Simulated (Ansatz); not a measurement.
# N2O: ionisation energy by level of theory

Aim: the vertical ionisation energy of N2O, as cation minus neutral at the neutral's geometry, on several levels, and how well −ε(HOMO) stands in for it.

Computed with Ansatz 0.2.0, Gaussian basis. Level: unrestricted cation, the program's frozen cores in correlated methods.

Plan: UKS PBE-D4/def2-TZVPP; UKS r2SCAN-D4/def2-TZVPP; UKS PBE0-D4/def2-TZVPP; UKS B3LYP-D4/def2-TZVPP; UKS wB97X-V/def2-TZVPP; UKS wB97M-V/def2-TZVPP; UKS B2PLYP/def2-TZVPP; UHF-CCSD(T)/def2-TZVPP; UHF-CCSD(T)/def2-QZVPP; extrapolation to the limit; then −ε(HOMO) from the neutral's earlier runs with LDA (SPW92), PBE-D4, revPBE-D4, BLYP-D4, r2SCAN-D4, B97M-V, PBE0-D4, B3LYP-D4, r2SCANh-D4, r2SCAN0-D4, HSE06-D4, BHLYP-D4, CAM-B3LYP-D4, LC-ωPBE, ωB97X-V, ωB97M-V.

### 1 The geometry

The geometry comes from an earlier relaxation with PBE0-D4 in a triple-zeta def2 set; it is a stationary point.

SMILES `[N-]=[N+]=O`, 3 atoms, charge 0, spin multiplicity 1.

Atoms are counted from 1 here; the program's logs count them from 0.

Bond lengths: N1–N2 1.118 Å, N2–O3 1.174 Å. Angles: N1–N2–O3 180.0°.

### 2 Cation, UKS PBE-D4/def2-TZVPP

in.yaml

```yaml
crystal:
  periodic: [false, false, false]
  atoms:
    - {symbol: N, position_ang: [0.335872, -1.083924, 0.069494]}
    - {symbol: N, position_ang: [0.005562, -0.017904, 0.001154]}
    - {symbol: O, position_ang: [-0.341444, 1.101828, -0.070658]}
basis:
  gaussian: {orbitals: def2-TZVPP}
total_charge: 1
magnetization: {spin_polarized: true, initial_magnetization: 1}
hamiltonian: {xc: pbe, dispersion: d4}
```

Command:

```bash
ansatz run in.yaml --threads 2 --pin off --events-out ev --progress --plain --max-ram 32768MiB --backend cpu
```

After this run come: Cation, UKS r2SCAN-D4/def2-TZVPP; Cation, UKS PBE0-D4/def2-TZVPP; Cation, UKS B3LYP-D4/def2-TZVPP; Cation, UKS wB97X-V/def2-TZVPP; Cation, UKS wB97M-V/def2-TZVPP; Cation, UKS B2PLYP (frozen core)/def2-TZVPP; Cation, UHF-CCSD(T)/def2-TZVPP; Cation, UHF-CCSD(T)/def2-QZVPP.

**Question.** What will the summary of the whole plan be? Wanted: ionisation energy, CCSD(T)/CBS; nearest functional by difference; nearest −ε(HOMO); −ε(HOMO) of PBE; T1 of the cation.

**Answer**, as computed:

| quantity | value |
| --- | --- |
| ionisation energy, CCSD(T)/CBS | 13.01 eV |
| nearest functional by difference | B2PLYP (+0.03 eV) |
| nearest −ε(HOMO) | LC-ωPBE (-0.48 eV) |
| −ε(HOMO) of PBE | 8.34 eV |
| T1 of the cation | 0.041 |

Energy differences with functionals land within 0.23 eV of the reference. The PBE orbital energy is 4.7 eV too small: a semilocal HOMO is no ionisation energy. Among orbital estimates LC-ωPBE comes nearest. Hartree-Fock falls 1.91 eV short, as the neutral has more correlation energy than the cation. The cation's T1 (from the report) is 0.041, near the customary mark of 0.045 for open shells, so the coupled-cluster value is less safe.
